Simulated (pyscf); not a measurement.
PySCF, gas phase, ωB97X-D3(BJ)/def2-SVP geometries.

Problem. Estimate the classical barrier height and the reaction energy of H₂Ga–AsH₂ (SMILES [GaH2][AsH2]) → HGa=AsH (SMILES [GaH]=[AsH]) + H₂ (SMILES [H][H]) at B3LYP-D3(BJ)/def2-TZVP. The step runs on the singlet surface, breaks As–H, Ga–H and forms H–H; take the reactant's lowest minimum found as zero.

Solution. ΔE‡ = 49.0 kcal/mol, ΔE = +23.2 kcal/mol. ωB97M-D3(BJ)/def2-TZVP gives 53.2 kcal/mol and +26.7 kcal/mol. Zero-point energy shifts the barrier by -1.5 kcal/mol. It is an elimination, with an imaginary mode of 1466i cm⁻¹. At the saddle there is also a short Ga–H contact that neither side keeps. HGa=AsH lies 12.3 kcal/mol over its isomer Ga–AsH₂ [singlet] (electronic energy, ωB97M-D3(BJ)/def2-TZVP). One saddle was located; it need not be the lowest between these sides. Elements up to Kr have no core potential and no relativistic terms here.
